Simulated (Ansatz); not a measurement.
Method: frozen-core CCSD(T)/def2-TZVPP // PBE0-D4/def2-SVP in Ansatz (a first-principles code).

Ansatz 0.2 input:
```yaml
crystal:
  periodic: [false, false, false]
  atoms:
    - { symbol: C, position_ang: [-0.338738, 0.049782, 0.00904] }
    - { symbol: O, position_ang: [0.967302, 0.23804, -0.450486] }
    - { symbol: H, position_ang: [-0.473524, 0.32562, 1.073845] }
    - { symbol: H, position_ang: [-0.703714, -0.9887, -0.119047] }
    - { symbol: H, position_ang: [-0.999352, 0.701816, -0.581859] }
    - { symbol: H, position_ang: [1.550466, -0.328916, 0.062563] }
basis:
  gaussian: { orbitals: def2-TZVPP }
correlation:
  method: ccsd_t
```

Output:

```
Functional definition: HF
700 factors; integrals over basis functions are off by at most 1.2e-3 eV
mean field evaluation 1: about -3130.1389 eV, gradient 3.0e1 eV
mean field evaluation 2: about -3130.1406 eV, gradient 3.0e1 eV
mean field evaluation 4: about -3131.8520 eV, gradient 2.6e0 eV
mean field evaluation 8: about -3131.8718 eV, gradient 9.0e-5 eV
mean field evaluation 16: about -3131.8700 eV, gradient 1.5e-1 eV
mean field -3131.87178170 eV, -115.0941651185 hartree, gradient 1.1e-6 eV, S^2 0.000000; 0 other end points of the search recorded, 0 dependent functions left out
2 core orbitals not correlated
reference -3131.87178170 eV, -115.0941651185 hartree; 7, 7 occupied and 109, 109 virtual orbitals, 700 factors
second order -11.61936157 eV of doubles, -0.00000000 eV of singles
cycle   1  -11.82811231 eV  change   -2.1e-1 eV  update   6.1e-2
cycle   2  -12.08966614 eV  change   -2.6e-1 eV  update   1.7e-2
cycle   3  -12.13747561 eV  change   -4.8e-2 eV  update   7.1e-3
cycle   4  -12.13456883 eV  change    2.9e-3 eV  update   1.5e-3
cycle   5  -12.13501049 eV  change   -4.4e-4 eV  update   5.3e-4
cycle   6  -12.13522724 eV  change   -2.2e-4 eV  update   1.5e-4
cycle   7  -12.13517323 eV  change    5.4e-5 eV  update   5.6e-5
cycle   8  -12.13516919 eV  change    4.0e-6 eV  update   2.0e-5
cycle   9  -12.13517066 eV  change   -1.5e-6 eV  update   5.9e-6
perturbative correction -0.39820782 eV, -0.0146338675 hartree
Total energy: -3144.40516018 eV, -115.5547582821 hartree
```

Cost: very roughly 6 core-seconds.
